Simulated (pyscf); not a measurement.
Elementary routes open to `[CH3][AlH][CH3]` + `[H]` [doublet] in the gas phase (doublet surface):
A. `[CH3][Al][CH3]` [doublet] + `[H][H]` (Al–H broken; H–H formed)
B. `[CH4]` + `[CH3][AlH]` [doublet] (Al–C broken; C–H formed)

Optimised with ωB97X-D3(BJ)/def2-SVP in PySCF.

Task: Rank the routes by free-energy barrier at 298 K, lowest first, for ωB97M-D3(BJ)/def2-TZVP energies (ideal gas, 1 atm, RRHO with modes under 100 cm⁻¹ raised to 100, one conformer, R ln 2 for chiral ones without a mode under 150 cm⁻¹).

Result: A (31.9 kJ/mol), B (128.3 kJ/mol)

Route A is the fastest of these, ahead of the next by 96.4 kJ/mol. The most stable products are those of B (ΔG = -92.4 kJ/mol), whose barrier is 96.4 kJ/mol higher: the kinetic and the thermodynamic product differ. At 1200 K A is still the fastest. Only these routes are compared; each barrier is that of the saddle found, and lower ones may exist.
